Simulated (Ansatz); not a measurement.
Task: Name a neutral molecule of C, Cl, F and H with size of the dipole moment (B3LYP/def2-TZVPP) between 1.05 and 1.35 D and HOMO–LUMO gap (ωB97M-V/def2-TZVPP) between 11.05 and 11.35 eV (Ansatz, PBE0-D4/def2-TZVP geometry).

Result: `FC=C(Cl)Cl` (1.10 D, 11.30 eV). Other molecules can fit too; these were computed, each in one conformer that needn't be the lowest.

B3LYP here is the variant with VWN-RPA as its local correlation; programs differ in this.
